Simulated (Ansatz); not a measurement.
in.yaml

```yaml
crystal:
  periodic: [false, false, false]
  atoms:
    - {symbol: N, position_ang: [0.000000, 0.000000, 0.000000]}
    - {symbol: O, position_ang: [0.000000, 0.000000, 0.845000]}
basis:
  gaussian: {orbitals: def2-SVPD}
total_charge: 1
magnetization: {spin_polarized: true, initial_magnetization: 0}
hamiltonian: {xc: hf}
output: {forces: true, orbitals: {seedname: orbitals}}
```

```sh
$ ansatz run in.yaml --threads 1 --pin off --events-out ev --progress --plain --max-ram 2393MiB
```

(1) Roughly how long does this take on 1 thread of Arm Neoverse V2, shared host, and how much host memory?

```
417 factors; integrals over basis functions are off by at most 4.5e-4 eV
mean field evaluation 1: about -3497.5410 eV, gradient 1.8e1 eV
mean field evaluation 2: about -3497.5625 eV, gradient 1.8e1 eV
mean field evaluation 4: about -3498.5083 eV, gradient 1.3e0 eV
mean field evaluation 8: about -3498.5137 eV, gradient 2.0e-4 eV
mean field -3498.51372034 eV, -128.5680078445 hartree, gradient 1.9e-5 eV, S^2 0.000000; 0 other end points of the search recorded, 0 dependent functions left out
the calculation of the forces begins
reference -3498.51372034 eV, -128.5680078445 hartree; 7, 7 occupied and 36, 36 virtual orbitals, 417 factors
Total energy: -3498.51372034 eV, -128.5680078445 hartree
Atom 0 at     0.000000     0.000000     0.000000 Å, force     0.000000     0.000000   -88.602151 eV/Å
Atom 1 at     0.000000     0.000000     0.845000 Å, force    -0.000000    -0.000000    88.602151 eV/Å
Dipole moment:    -0.000000     0.000000    -0.003103 e Å
```

Forces (eV/Å):
```
N     0.000   0.000 -88.602
O     0.000   0.000  88.602
```

Answers

(1) 0.18 s wall and 0.07 GiB.
